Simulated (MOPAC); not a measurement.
MOPAC input (MNDO):

```
MNDO 1SCF CHARGE=-1 GEO-OK AUX(PRECISION=9) THREADS=1
C4H5

C    -0.06202131 1   -0.12897927 1    0.24357143 1
C    -0.00836144 1   -0.78607026 1   -0.96303711 1
C    -0.01037813 1    0.73506140 1   -0.97201260 1
C    -0.03390126 1   -0.02224928 1    1.59714360 1
H     0.77768823 1   -1.43566092 1   -1.33626297 1
H     0.90443913 1    1.34040822 1   -1.07804562 1
H    -0.89271719 1    1.26925688 1   -1.34476163 1
H     0.07922200 1   -0.89460119 1    2.23650899 1
H    -0.18065935 1    0.93402158 1    2.08856936 1
```

**Question.** What heat of formation does the run end on, and which ionisation energy by Koopmans theorem?

**Answer.** 73.54 kcal/mol; 1.30 eV.
